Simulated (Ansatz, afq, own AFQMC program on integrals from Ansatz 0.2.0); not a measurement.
Integrals from Ansatz 0.2.0, then the random walk in our own AFQMC program (afq).

```yaml
crystal:
  periodic: [false, false, false]
  atoms:
    - {symbol: Se, position_ang: [0.000000, 0.000000, 0.000000]}
    - {symbol: Mg, position_ang: [0.000000, 0.000000, 2.369500]}
basis:
  gaussian: {orbitals: cc-pVDZ}
total_charge: 1
magnetization: {spin_polarized: false, initial_magnetization: 1}
correlation: {method: ccsd_t, electrons: outside_noble_gas, hamiltonian_folder: ham}
```

```sh
$ ansatz run in.yaml --threads 1 --pin off --events-out ev --progress --plain --max-ram 1843MiB
```

Options of the walk:

```
--method phaseless --trial hf --walkers 160 --populations 1 --least-time 40 --time-step 0.005 --steps-per-block 20 --equilibration-blocks 112 --max-blocks 600 --target-error 0.0009600 --factor-cut 1e-05 --start spin_pure --seed 4371 --taylor-order 6
```

Times are imaginary, in 1/Eh. The walk had a cap of 512 s. Filled inner d shells are frozen with the cores.

Output of the walk:

```
orbitals 26  electrons 4 3  factors 181 of 493
reference energy -2599.18326862 Eh
CCSD correlation -0.12274671 Eh in 13 cycles, weight of the determinant in the CISD state 0.9126
energy of the start -2599.183292 Eh
 block  time / (1/Eh)  mean weight  energy / Eh
     1     0.100  0.9994  -2599.203702
     2     0.200  1.0014  -2599.218712
     3     0.300  1.0013  -2599.234820
     4     0.400  1.0012  -2599.245958
     5     0.500  1.0000  -2599.253658
     7     0.700  1.0000  -2599.265820
     9     0.900  1.0001  -2599.274764
    18     1.800  0.9994  -2599.295500
    52     5.200  0.9996  -2599.314897
    86     8.600  1.0015  -2599.312184
   120    12.000  1.0002  -2599.319755
   154    15.400  1.0000  -2599.309655
   188    18.800  1.0000  -2599.307697
   222    22.200  0.9989  -2599.322288
   256    25.600  1.0005  -2599.326445
   273    27.300  1.0004  -2599.346223
   290    29.000  1.0001  -2599.307700
   324    32.400  1.0008  -2599.308478
   358    35.800  1.0009  -2599.307433
   392    39.200  1.0013  -2599.298901
   426    42.600  0.9999  -2599.304104
   460    46.000  0.9994  -2599.289853
   494    49.400  1.0019  -2599.329733
   528    52.800  1.0005  -2599.330207
   562    56.200  1.0005  -2599.293770
   596    59.600  0.9976  -2599.322924
   630    63.000  0.9999  -2599.324955
   664    66.400  0.9997  -2599.333592
   698    69.800  1.0005  -2599.320398
blocks merged  error / Eh  count
     1  0.000686  600
     2  0.000889  300
     4  0.001187  150
     8  0.001531  75
    16  0.002027  37
    32  0.002464  18
    64  0.002666  9
energy -2599.313701 +/- 0.002464 Eh
(rows thinned)
```

The run passed its tests (sampling time, drift between the halves within three errors, error under three times the target), which doesn't prove that it has relaxed.

Against this walk (error 67.0 meV) on the same determinant: CCSD(T) 108.0 meV higher (within the noise), CCSDT(Q) 81.9 meV higher (within the noise), a separate phaseless walk with a CISD trial and standard settings 77.4 ± 67.6 meV higher (within the noise). The error is statistical and leaves out the bias of the constraint.

Cautions: constraint bias not in the error; error above the target (67.0 against 26.1 meV); no relativity below Rb; no spin-orbit coupling; inner d shell frozen.

The walk took 3 min on 1 thread of Arm Neoverse V1, on a shared host. The log's last line is the phaseless energy.

CCSDT and higher add their correlation energy to the determinant of the CCSD(T) run, since their own runs factorise the integrals more tightly (a shift of under 2 meV). A walk keeps the symmetry of its determinant, which the program's search chose and which needn't be the lowest solution, so a lower state of the same spin and another symmetry isn't excluded.
